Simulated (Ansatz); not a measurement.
Energy needed to pull apart CHBO (SMILES B=C=O), closed shell, into free ground-state atoms, from the structure below (at a frame of a short PBE0-D4/def2-SVP trajectory); no zero-point or spin–orbit terms; open-shell atoms are treated unrestricted, in their ground-state multiplicity.

```
atom    x (Å)    y (Å)    z (Å)
  B1  -0.3336   0.4681  -0.4023
  C2   0.2828  -0.4768   0.4033
  O3   0.9238  -1.2062   1.0852
  H4  -1.1119   1.1009  -1.1307
```

Computed with Ansatz 0.2.0 (basis: def2-TZVPP); correlated methods freeze the cores.

| method | atomization energy (kcal/mol) |
| --- | --- |
| PBE-D4 | 394.2 |
| r2SCAN-D4 | 376.2 |
| PBE0-D4 | 374.5 |
| wB97M-V | 373.3 |
| HF | 241.2 |
| MP2 | ? |
| CCSD | ? |
| CCSD(T) | 356.2 |

(1) What does MP2 give? (An estimate is asked for; the value comes from the calculation.)

(2) What does CCSD give? (To be estimated.)

No T1 diagnostic of these runs exceeds 0.020. The restricted Hartree–Fock reference is unstable towards an unrestricted one here.

Results:

(1) Computed: 372.8 kcal/mol, which is about 16.6 kcal/mol more than CCSD(T)/def2-TZVPP.

(2) The calculation gives: 345.1 kcal/mol, which is about 11.1 kcal/mol less than CCSD(T)/def2-TZVPP.

In triple zeta the MP2 and coupled-cluster atomization energies are still short of their basis limit by a few kcal/mol a bond, whereas those of the functionals are nearly converged, so these differences are not deviations from converged CCSD(T).

For scale, one of the runs: CCSD(T)/def2-TZVPP forces, 107 basis functions, launched by `ansatz run in.yaml --threads 2 --pin off --events-out ev --progress --plain --max-ram 3481MiB`. Hardware: 2 CPU threads of an Arm Neoverse V1, shared host. Wall time 40 s; peak host memory 0.83 GiB.
